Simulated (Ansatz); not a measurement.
Process, species as SMILES: ClCl (Cl2) → Cl2+ (doublet, bonded as ClCl) + e-
B3LYP-D3(BJ)/def2-TZVP geometries, fixed; electronic energies without zero-point terms.

Basis-set convergence of the adiabatic ionisation energy at HF with Ansatz (a program for electronic structure). All functions are spherical. Open shells are unrestricted. No added dispersion term, no relativity. Functions are those of the species that has most. Reference: the value in pcseg-4, 10.829 eV, itself unsure by roughly 0.005 eV (its mean distance from aug-pcseg-3, aug-cc-pV(Q+d)Z, cc-pV(5+d)Z). Deviations are taken from unrounded values.

```tsv
basis	functions	adiabatic ionisation energy (eV)	minus reference (eV)
cc-pV(D+d)Z	46	11.099	0.270
def2-SVPD	54	11.253	0.424
aug-cc-pV(D+d)Z	64	11.007	0.178
def2-TZVPP	84	10.860	0.031
def2-TZVPPD	102	10.863	0.034
aug-cc-pV(T+d)Z	110	10.858	0.029
cc-pV(Q+d)Z	128	10.838	0.009
def2-QZVPP	140	10.836	0.007
cc-pV(5+d)Z	200	10.834	0.005
```

The smallest set listed that lies within 0.1 eV of the reference with all its larger relatives (same family, alike in diffuse functions; a set with none counts only in the reference's own line) is def2-TZVPP (84 functions, 0.031 eV off). (Relatives not listed, tested too: def2-QZVP 0.007, def2-QZVPPD 0.010, aug-cc-pV(Q+d)Z 0.010 eV.)
